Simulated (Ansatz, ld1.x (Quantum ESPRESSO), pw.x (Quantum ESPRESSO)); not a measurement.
## Nb (Z = 41) (fcc): variants of one TM potential in the solid

| Quantity | Value |
| --- | --- |
| Element | Nb (Z = 41) |
| Generator | ld1.x (Quantum ESPRESSO) 7.5 |
| Type | norm-conserving Troullier–Martins (Kleinman–Bylander form) |
| Functional | LDA (PW92) |
| Relativity | scalar-relativistic |
| Frozen core | [Kr] |
| Valence charge | 5 |
| Reference configuration | 4d4.5 5s0.5 5p0 |
| Partial waves | 5s (bound): rc 3.10 bohr; 5p (bound, empty): rc 4.20 bohr; 4d (bound): rc 2.75 bohr |
| Local potential | all-electron potential smoothed inside 2.55 bohr (lloc = -2) |
| Core correction | a·sin(br)/r model core, default radius (core density twice the valence density) |

Crystal test: fcc Nb in pw.x 7.5, no spin, 14³ k-points, Fermi–Dirac smearing 0.01 Ry, cutoffs set for each file from its atomic test. The reference is all-electron LAPW (Ansatz 0.2.0) with the same functional, mesh and smearing; V0 and B0 come from Birch–Murnaghan fits to the pressures at five volumes. Errors are pseudo minus all-electron; Δ is the rms difference of the E(V) curves that follow from these fits, minima aligned, over ±6 % about the mean V0. Mesh and smearing are coarse, so the numbers serve the comparison and aren't converged zero-temperature values; the lattice is a test structure that the element need not adopt.

All-electron: a0 = 4.141 Å (V0 = 17.75 Å³/atom), B0 = 181.7 GPa.

Base: The largest radius (4.20 bohr) exceeds half the bond length (2.76 bohr), so the spheres overlap, which is one possible source of error among others. This is a poor potential for the solid. The logarithmic derivative shows an extra or strongly shifted pseudo pole above the reference energy (s near 1.10 Ry, p near 1.85 Ry).

1 further variants are left out: they gave no file fit for a test, a broken result, the same result as the base, or pressures whose basis-set error rivals the error shown.

A dash in a converged row means that the minimum lies outside the volumes sampled.

| change | cutoffs (Ry) | pw.x | a0 (Å) | a0 error (%) | B0 error (%) | Δ (meV/atom) | mean pressure error (GPa) |
| --- | --- | --- | --- | --- | --- | --- | --- |
| base | 50/200 | converged | 4.118 | -0.55 | -1.5 | 11.6 | -2.96 |
| wave 5s (bound): rc 3.10 bohr becomes 5s (bound): rc 3.52 bohr | 50/200 | converged | 4.121 | -0.48 | -1.4 | 10.1 | -2.60 |
| local potential all-electron potential smoothed inside 3.35 bohr (lloc = -1) | 50/200 | converged | 4.153 | +0.29 | -0.7 | 6.2 | +1.64 |
| wave 5p (bound): rc 4.20 bohr becomes 5p (bound): rc 6.40 bohr | 50/200 | converged | – | – | – | – | +8.29 |

Problem. Give the row for: wave 4d (bound): rc 2.75 bohr becomes 4d (bound): rc 1.80 bohr.

Solution. pw.x: converged; mean pressure error (GPa): -3.95; a0 (Å): 4.110; a0 error (%): -0.74; B0 error (%): -0.7; Δ (meV/atom): 15.6.
